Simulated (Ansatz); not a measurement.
# NF3: ionisation energy by level of theory

An exercise on one series of results from a longer session: the logs are not shown, and one member is left open.

Method: unrestricted cation, the program's frozen cores in correlated methods; program: Ansatz 0.2.0, Gaussian basis.

The runs, in order: UKS PBE-D4/def2-TZVPP; UKS r2SCAN-D4/def2-TZVPP; UKS PBE0-D4/def2-TZVPP; UKS B3LYP-D4/def2-TZVPP; UKS wB97X-V/def2-TZVPP; UKS wB97M-V/def2-TZVPP; UKS B2PLYP/def2-TZVPP; UHF-CCSD(T)/def2-TZVPP; UHF-MP2/def2-QZVPP; extrapolation to the limit; then −ε(HOMO) from the neutral's earlier runs with LDA (SPW92), PBE-D4, revPBE-D4, BLYP-D4, r2SCAN-D4, B97M-V, PBE0-D4, B3LYP-D4, r2SCANh-D4, r2SCAN0-D4, HSE06-D4, BHLYP-D4, CAM-B3LYP-D4, LC-ωPBE, ωB97X-V, ωB97M-V.

### Structure used throughout

All runs share one geometry, relaxed beforehand with PBE0-D4 in a triple-zeta def2 set.

SMILES `FN(F)F`, 4 atoms, charge 0, spin multiplicity 1.

Atoms are counted from 1 here; the program's logs count them from 0.

Bond lengths: F1–N2 1.360 Å, N2–F3 1.360 Å, N2–F4 1.360 Å. Angles: F1–N2–F3 102.1°, F1–N2–F4 102.1°, F3–N2–F4 102.1°.

The first run:

in.yaml

```yaml
crystal:
  periodic: [false, false, false]
  atoms:
    - {symbol: F, position_ang: [0.613975, 0.000347, 1.066864]}
    - {symbol: N, position_ang: [0.353412, -0.074142, -0.266228]}
    - {symbol: F, position_ang: [-0.636257, -1.006438, -0.312227]}
    - {symbol: F, position_ang: [-0.331130, 1.080243, -0.488409]}
basis:
  gaussian: {orbitals: def2-TZVPP}
total_charge: 1
magnetization: {spin_polarized: true, initial_magnetization: 1}
hamiltonian: {xc: pbe, dispersion: d4}
```

On the command line:

```console
$ ansatz run in.yaml --threads 4 --pin off --events-out ev --progress --plain --max-ram 10444MiB
```

Steps of the session up to this table: Cation, UKS PBE-D4/def2-TZVPP; Cation, UKS r2SCAN-D4/def2-TZVPP; Cation, UKS PBE0-D4/def2-TZVPP; Cation, UKS B3LYP-D4/def2-TZVPP; Cation, UKS wB97X-V/def2-TZVPP; Cation, UKS wB97M-V/def2-TZVPP; Cation, UKS B2PLYP (frozen core)/def2-TZVPP; Cation, UHF-CCSD(T)/def2-TZVPP; Cation, UHF-MP2/def2-QZVPP.

One of the session's tables, all rows but one given; the rest of the session is left out.

It belongs to the step «Ionisation energies side by side». Orbital estimates, from the neutral's runs:

```
  functional  −ε(HOMO) (eV)
 LDA (SPW92)           8.49
      PBE-D4              ?
   revPBE-D4           8.20
     BLYP-D4           8.28
   r2SCAN-D4           8.75
      B97M-V           8.94
     PBE0-D4          10.21
    B3LYP-D4           9.98
  r2SCANh-D4           9.46
  r2SCAN0-D4          10.53
    HSE06-D4           9.79
    BHLYP-D4          12.15
CAM-B3LYP-D4          11.82
     LC-ωPBE          13.09
     ωB97X-V          12.76
     ωB97M-V          12.70
```

Q: Estimate the row for PBE-D4 from the others.

As computed: −ε(HOMO) (eV): 8.29. In the column «−ε(HOMO) (eV)» it lies between BLYP-D4 (8.28) and LDA (SPW92) (8.49).
